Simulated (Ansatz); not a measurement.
# Ta: which structure is lowest?

Theory: DFT, PBEsol, plane waves (420 eV) with PAW, scalar-relativistic (Ansatz). (PAW data from PBE, frozen cores regenerated.)

Each structure is relaxed within its own symmetry, so a high-lying one may be dynamically unstable.

**Question.** Rank these structures of tantalum by energy per atom, lowest first.
A. omega (AlB2-type)
B. simple cubic
C. diamond
D. hcp
E. dhcp
F. fcc
G. bcc
H. A15

**Answer.** G (0 meV/atom), H (44 meV/atom), A (234 meV/atom), F (265 meV/atom), E (275 meV/atom), D (296 meV/atom), B (1167 meV/atom), C (3042 meV/atom).

```tsv
structure	ΔE (meV/atom)	V (Å³/atom)	cell	magnetic state
bcc	0	17.71	a = 3.284 Å	spin not included
A15	44	18.10	a = 5.252 Å	spin not included
omega (AlB2-type)	234	18.00	a = 4.806 Å, c = 2.699 Å (c/a = 0.562)	spin not included
fcc	265	18.21	a = 4.176 Å	spin not included
dhcp	275	18.17	a = 2.898 Å, c = 9.998 Å (c/a = 3.450)	spin not included
hcp	296	18.12	a = 2.863 Å, c = 5.103 Å (c/a = 1.782)	spin not included
simple cubic	1167	19.85	a = 2.708 Å	spin not included
diamond	3042	27.06	a = 6.005 Å	spin not included
```

ΔE counts from bcc.

Differences under about 8 meV lie within the error of the k-point mesh.
